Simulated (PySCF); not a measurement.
# SCO, singlet: reading a ladder of total energies

Geometry: MP2(full)/6-31G*, from the G2/97 set.

```
atom   x (Å)   y (Å)    z (Å)
   O  0.0000  0.0000  -1.3076
   C  0.0000  0.0000  -0.1288
   S  0.0000  0.0000   1.4364
```

Basis cc-pV(D+d)Z; PySCF 2.14.0. Correlated methods freeze the noble-gas cores, which leaves 16 electrons in 44 orbitals. Prefix R: restricted or restricted open-shell reference.

Full CI isn't at hand for all of this; RCCSDT(Q) serves as the reference, and is uncertain by the last step of the cluster series or more.

RCCSD has a T1 diagnostic of 0.021 and a largest doubles amplitude of 0.07.

```tsv
level	total energy (hartree)
RHF	-510.291958
RMP2	-510.733365
RCCSD	-510.738489
RCCSD(T)	-510.759646
RCCSDT	-510.760218
RCCSDT(Q)	-510.762396
```

Question: What is the correlation energy at RCCSDT(Q), and what share of it do RMP2 and RCCSDT recover?

Answer: E(corr) = -510.762396 − (-510.291958) = -0.470438 hartree = -12.801 eV. RMP2: -0.441407 / -0.470438 = 93.83 %. RCCSDT: -0.468260 / -0.470438 = 99.54 %.

Question: By how many kcal/mol does RCCSD(T) miss RCCSDT(Q) (1 hartree = 627.509 kcal/mol), and which steps make up the rest?

Answer: -510.759646 − (-510.762396) = 0.002750 hartree = 1.73 kcal/mol. Steps: RCCSDT − RCCSD(T) = -0.36, RCCSDT(Q) − RCCSDT = -1.37 kcal/mol. Differences between like states or geometries often cancel part of this.
